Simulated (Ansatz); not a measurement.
A nudged elastic band was laid between two geometries of AlH3 + H4Si (9 atoms, charge 0, multiplicity 1).

Theory: RKS PBE0-D4/6-31G* (Ansatz).

```yaml
movable_images: 5
climbing_image: yes
spring: 5.0 eV/Å²
optimiser: quadratic models (default)
start_path: through a guess of the saddle point
force_threshold: 0.05 eV/Å
iteration_limit: 60
end_points: relaxed
```

First end point:

```xyz
9
Properties=species:S:1:pos:R:3
Al -0.035 0.225 0.160
H 0.399 1.186 1.357
H 1.097 -0.534 -0.681
H -1.535 0.213 -0.384
Si 0.147 -2.710 1.100
H -0.345 -3.064 -0.251
H 1.622 -2.784 1.215
H -0.518 -3.531 2.147
H -0.289 -1.294 1.428
```

Last end point:

```xyz
9
Properties=species:S:1:pos:R:3
Al -0.105 -0.557 -0.127
H 0.200 0.775 1.642
H 1.153 0.219 -0.722
H -1.558 0.081 -0.280
Si 0.137 -2.831 0.767
H -0.262 -3.830 -0.272
H 1.537 -3.164 1.170
H -0.736 -3.079 1.955
H 0.176 0.092 1.959
```

Task: What changes between the two ends?

Result: Bonds broken: Al1–H2, Si5–H9. Bonds formed: Al1–Si5, H2–H9. AlH3 + H4Si becomes AlH5Si + H2.

Task: What energy profile does the band end with?

Result: The forces met the threshold. The highest image is number 3 of 0 to 6, 1.15 eV above the first end and 0.96 eV above the last; the last end lies 0.20 eV above the first. A vibrational analysis at the climbing image gives one clearly imaginary mode, 1203i cm⁻¹: a first-order saddle point. The orbitals stay closed-shell, which can raise the energy where a bond breaks towards radicals; this wasn't checked here.

| image | path coordinate (Å) | energy (eV) | Al1–H2 (Å) | Si5–H9 (Å) | Al1–Si5 (Å) |
| --- | --- | --- | --- | --- | --- |
| 0 | 0.00 | 0.00 | 1.60 | 1.52 | 3.09 |
| 1 | 0.72 | 0.01 | 1.60 | 1.51 | 3.13 |
| 2 | 1.45 | 0.22 | 1.60 | 1.53 | 2.97 |
| 3 | 2.17 | 1.15 | 1.71 | 1.90 | 2.63 |
| 4 | 2.69 | 0.53 | 1.96 | 2.34 | 2.46 |
| 5 | 3.21 | 0.23 | 2.16 | 2.78 | 2.45 |
| 6 | 3.74 | 0.20 | 2.24 | 3.16 | 2.46 |

Task: What is the geometry of the highest image?

Result: 
```xyz
9
Properties=species:S:1:pos:R:3
Al -0.105 -0.137 0.000
H 0.286 0.367 1.590
H 1.191 0.030 -0.887
H -1.664 0.038 -0.187
Si 0.131 -2.568 0.967
H -0.228 -3.278 -0.298
H 1.501 -2.998 1.365
H -0.836 -2.990 2.019
H 0.266 -0.758 1.523
```

Task: What are the harmonic wavenumbers there?

Result: 1203i, 95, 278, 284, 458, 500, 599, 633, 660, 830, 910, 923, 938, 1110, 1595, 1847, 1970, 2000, 2230, 2255, 2265 cm⁻¹.

Run time: 3.3 min on 1 thread of Arm Neoverse V1, on a shared host, peak memory 0.1 GiB.
